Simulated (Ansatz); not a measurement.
A made-up structure of CH3SSi (charge -1), singlet:

```xyz
6
angstrom
C -0.4604 -0.0526 -0.6650
Si 0.3434 0.0403 0.4977
S 1.8059 -1.0392 0.7441
H -1.2393 0.6629 -0.5860
H -0.2465 -0.7894 -1.4959
H -0.2031 1.1780 1.5052
```

It is relaxed with PBE-D4/def2-SVPD and then PBE0-D4/def2-TZVPD (Ansatz 0.2.0). Atoms count as bonded within 1.22 times the sum of their covalent radii (H–H: 0.88 Å). The end point is not checked to be a true minimum.

Question: Does its bonding change? (Judge from chemistry; the calculation decides.)

Answer: The calculation gives: No: no bond forms or breaks.

Where it ends: The first stage lowers the energy by 4.03 eV in 6 steps. It ends as CH₃SSi ([CH2][SiH][S]), total charge -1:
```json
{"atom": "C1", "x (Å)": "-0.5967", "y (Å)": "-0.0171", "z (Å)": "-0.7859"}
{"atom": "Si2", "x (Å)": "0.4450", "y (Å)": "0.0143", "z (Å)": "0.5882"}
{"atom": "S3", "x (Å)": "2.0829", "y (Å)": "-1.0378", "z (Å)": "1.0990"}
{"atom": "H4", "x (Å)": "-1.4406", "y (Å)": "0.6671", "z (Å)": "-0.8359"}
{"atom": "H5", "x (Å)": "-0.4757", "y (Å)": "-0.6857", "z (Å)": "-1.6326"}
{"atom": "H6", "x (Å)": "-0.0149", "y (Å)": "1.0593", "z (Å)": "1.5671"}
```

Labels in which every atom is bracketed show which atoms are joined, not bond orders.

For scale, one of the runs: PBE0-D4/def2-TZVPD relaxation, 153 basis functions, launched by `ansatz run in.yaml --threads 2 --pin off --events-out ev --progress --plain --max-ram 4352MiB`. Hardware: 2 CPU threads of an Arm Neoverse V2, shared host. Wall time about 26 s.
